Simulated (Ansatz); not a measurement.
System: rutile PbO2. Method: r²SCAN in Ansatz (plane waves, PAW).

A relaxed, unreconstructed slab of the (101) face has 36 atoms, two equal faces of 30.096 Å² each and an energy of -156664.3989 eV. A bulk cell of 12 atoms with the same orientation and in-plane k mesh has -52222.8545 eV. Energies are extrapolated to zero smearing.

Settings: plane-wave cutoff 500 eV, 10×8×1 k mesh (along the axes of the cell as run), Fermi–Dirac smearing 0.05 eV, scalar-relativistic PAW data made under PBE.

Worked out: γ = (E_slab − N E_bulk per atom)/2A = [-156664.3989 − 36 × (-52222.8545/12)]/(2 × 30.096) = 0.0692 eV/Å². With 16.022 J/m² per eV/Å² this is 1.11 J/m², or 2.08 eV per surface cell and face.

Ansatz is a quantum-chemistry and plane-wave program.
